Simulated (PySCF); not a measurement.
H₂CO + N₂ → CN₂ + H₂O

Level: B3LYP in the def2-TZVP basis family, all electrons, no relativity, computed in PySCF with density fitting; open shells unrestricted.

```
species                                                           state and structure      E (Eh)  ZPE (kJ/mol)  H(298 K) − H(0) (kJ/mol)  S° (J/(mol K))
   H₂CO  singlet, C2v, C–H 1.107 Å (×2), C–O 1.199 Å; H–C–H 115.9°, H–C–O 122.0° (×2)  -114.55428          69.7                      10.0           218.6
     N₂                                                     singlet, D∞h, N–N 1.091 Å  -109.57326          14.7                       8.7           191.5
    CN₂                                                triplet, D∞h, C–N 1.224 Å (×2)  -147.54960          22.4                      10.1           225.3
    H₂O                                  singlet, C2v, O–H 0.963 Å (×2); H–O–H 105.2°   -76.46303          55.6                       9.9           188.8
```

**Question.** What is the electronic reaction energy?

**Answer.** At B3LYP/def2-TZVP, ΔE = 301.7 kJ/mol from the differences of the total energies times 2625.5, uphill. 

**Question.** Add zero-point, thermal and entropy terms for 298.15 K and 1 bar.

**Answer.** ΔZPE = -6.4 and Δ[H(298) − H(0)] = 1.3 kJ/mol give ΔH° = 296.6 kJ/mol. ΔS° = 4.0 J/(mol K), so ΔG° = 296.6 − 298.15 × (0.0040) = 295 kJ/mol.

The structures come from searches over a few start shapes, so lower isomers are not excluded.
